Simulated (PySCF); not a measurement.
# Deuteron quadrupole couplings in 2,3-dimethyl-1-butene

Compound: 2,3-dimethyl-1-butene, C6H12.
Cartesian coordinates in Å at the PBE0-D3(BJ)/def2-SVP level; atoms count from 1:
```
atom  x, y, z in Å
C1     1.268   -0.683    1.403
C2     0.738   -0.116    0.313
C3     1.598    0.555   -0.718
C4    -0.760   -0.129    0.080
C5    -1.360    1.275    0.174
C6    -1.133   -0.798   -1.243
H7     2.346   -0.670    1.588
H8     0.639   -1.179    2.148
H9     1.276    1.592   -0.902
H10    1.543    0.031   -1.686
H11    2.652    0.577   -0.407
H12   -1.199   -0.731    0.894
H13   -2.458    1.234    0.094
H14   -0.999    1.926   -0.638
H15   -1.104    1.754    1.130
H16   -2.226   -0.896   -1.334
H17   -0.694   -1.804   -1.321
H18   -0.785   -0.209   -2.107
```

Level: PBE0/pcSseg-1 (PySCF, non-relativistic); Q(2H) = 0.00286 b; rigid geometry, the same for H and D, with no vibrational averaging.

Question: Rank these positions by the coupling χzz of a deuteron there, largest first.
A. H17 (methyl hydrogen)
B. H12 (methine hydrogen)
C. H8 (vinylic hydrogen)

Answer: C (206 kHz), A (196 kHz), B (188 kHz).

Q: What are Vzz, η and χzz (234.96 MHz × Q × Vzz) at all hydrogens?

A: 
```json
{"atom": "H7", "bonded to": "C1", "bond length (Å)": "1.094", "Vzz (au)": "0.3072", "η": "0.07", "χzz (kHz)": "206"}
{"atom": "H8", "bonded to": "C1", "bond length (Å)": "1.094", "Vzz (au)": "0.3071", "η": "0.07", "χzz (kHz)": "206"}
{"atom": "H9", "bonded to": "C3", "bond length (Å)": "1.102", "Vzz (au)": "0.2901", "η": "0.03", "χzz (kHz)": "195"}
{"atom": "H10", "bonded to": "C3", "bond length (Å)": "1.102", "Vzz (au)": "0.2895", "η": "0.02", "χzz (kHz)": "195"}
{"atom": "H11", "bonded to": "C3", "bond length (Å)": "1.099", "Vzz (au)": "0.2951", "η": "0.03", "χzz (kHz)": "198"}
{"atom": "H12", "bonded to": "C4", "bond length (Å)": "1.103", "Vzz (au)": "0.2805", "η": "0.02", "χzz (kHz)": "188"}
{"atom": "H13", "bonded to": "C5", "bond length (Å)": "1.101", "Vzz (au)": "0.2922", "η": "0.02", "χzz (kHz)": "196"}
{"atom": "H14", "bonded to": "C5", "bond length (Å)": "1.102", "Vzz (au)": "0.2908", "η": "0.02", "χzz (kHz)": "195"}
{"atom": "H15", "bonded to": "C5", "bond length (Å)": "1.100", "Vzz (au)": "0.2924", "η": "0.02", "χzz (kHz)": "196"}
{"atom": "H16", "bonded to": "C6", "bond length (Å)": "1.101", "Vzz (au)": "0.2925", "η": "0.02", "χzz (kHz)": "197"}
{"atom": "H17", "bonded to": "C6", "bond length (Å)": "1.101", "Vzz (au)": "0.2919", "η": "0.02", "χzz (kHz)": "196"}
{"atom": "H18", "bonded to": "C6", "bond length (Å)": "1.102", "Vzz (au)": "0.2904", "η": "0.02", "χzz (kHz)": "195"}
```

Q: How does χzz go with the bond length over the 12 C–H bonds?

A: A straight-line fit has a slope of -15.5 kHz for each 0.01 Å, with a correlation coefficient of -0.96, over lengths from 1.094 to 1.103 Å. The longer bonds have the smaller couplings here.

Q: Give the 2H NMR doublet splittings at H8 for a magnetic field along the z, y and x axes of the gradient: 3χ/2, 3χ(1 + η)/4, 3χ(1 − η)/4.

A: With |χ| = 206.4 kHz and η = 0.072: 310, 166 and 144 kHz, to first order and without motion.

Isolated species at its PBE0-D3(BJ)/def2-SVP geometry (one conformer only). A larger basis could move these couplings by a tenth or more.

These values come from a run that also computed NMR shieldings. Hardware: an Arm Neoverse V2 with one thread, shared host. Cost: 18 s of wall time, 0.78 GiB resident at most.
